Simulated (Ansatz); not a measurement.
# BH₃ (triplet): B2PLYP, RPA-PBE over a scan of the distance B1–H4, cc-pVDZ

Aim: run BH₃ (triplet) with these functionals over a scan of the distance B1–H4, and hold them against the top wave-function level at the same points.

Computed with Ansatz 0.2.0, Gaussian basis. Level: cc-pVDZ, all electrons in the functionals, frozen cores in the correlation of double hybrids and RPA.

To be run: B2PLYP, RPA-PBE, at 1.039 Å; 1.180 Å; 1.281 Å; 1.375 Å; 1.567 Å; 1.808 Å; 2.016 Å; 2.421 Å; 2.831 Å; 3.445 Å; 4.390 Å.

18 further runs of the same task are left out: 14 that didn't finish, 4 set aside as unsound or not needed.

## 1. The system

The geometry derives from a PBE0/def2-TZVP stationary point (not a proven minimum). One bond is set to the value named and the two fragments are kept rigid.

4 atoms, charge 0, spin multiplicity 3.

Atoms are counted from 1 here; the program's logs count them from 0.

Bond lengths: B1–H2 1.281 Å, B1–H3 1.186 Å, B1–H4 1.281 Å. Angles: H2–B1–H3 117.7°, H2–B1–H4 49.8°, H3–B1–H4 117.7°.

Geometry (Å):

```tsv
atom	x (Å)	y (Å)	z (Å)
B1	-0.11489	0.00001	0.08905
H2	0.31142	0.53909	-0.99189
H3	0.60949	-0.00005	1.02862
H4	0.31134	-0.53913	-0.99189
```

No dispersion term is added.

The geometry shown and the zero of energy belong to the point 1.281 Å. The yardstick, FCI, and other wave-function levels (R restricted, U unrestricted, valence and pair active spaces) come from earlier runs.

## 2. B2PLYP, 1.039 Å

Contents of in.yaml:

```yaml
crystal:
  periodic: [false, false, false]
  atoms:
    - {symbol: B, position_ang: [-0.109022, -0.007410, 0.074178]}
    - {symbol: H, position_ang: [0.317288, 0.531668, -1.006761]}
    - {symbol: H, position_ang: [0.615357, -0.007466, 1.013748]}
    - {symbol: H, position_ang: [0.236704, -0.444725, -0.802606]}
basis:
  gaussian: {orbitals: cc-pVDZ}
magnetization: {spin_polarized: true, initial_magnetization: 2}
hamiltonian: {xc: {name: B2PLYP}}
correlation: {electrons: outside_noble_gas}
```

On the command line:

```bash
> ansatz run in.yaml --threads 1 --pin off --events-out ev --progress --plain --max-ram 2393MiB
```

The runs that follow: B2PLYP, 1.180 Å; B2PLYP, 1.281 Å; B2PLYP, 1.375 Å; B2PLYP, 1.567 Å; B2PLYP, 1.808 Å; B2PLYP, 2.016 Å; B2PLYP, 2.421 Å; B2PLYP, 2.831 Å; B2PLYP, 3.445 Å; B2PLYP, 4.390 Å; RPA-PBE, 1.039 Å; RPA-PBE, 1.180 Å; RPA-PBE, 1.281 Å; RPA-PBE, 1.375 Å; RPA-PBE, 1.567 Å; RPA-PBE, 1.808 Å; RPA-PBE, 2.016 Å; RPA-PBE, 2.421 Å; RPA-PBE, 2.831 Å; RPA-PBE, 3.445 Å; RPA-PBE, 4.390 Å.

Before running them: what should the planned runs give, taken together? Wanted: span of the FCI curve; largest miss, B2PLYP; largest miss, RPA-PBE.

**Answer**, as computed:

| quantity | value |
| --- | --- |
| span of the FCI curve | 96.1 kJ/mol |
| largest miss, B2PLYP | +5.2 kJ/mol (4.390 Å) |
| largest miss, RPA-PBE | -8.5 kJ/mol (4.390 Å) |

In words: Of the functionals, B2PLYP keep the smallest largest miss at the points compared (at most 5.2 kJ/mol) and RPA-PBE strays most (8.5 kJ/mol, at 4.390 Å). Functionals and the yardstick converge differently with the basis, so part of each miss in cc-pVDZ is the basis.
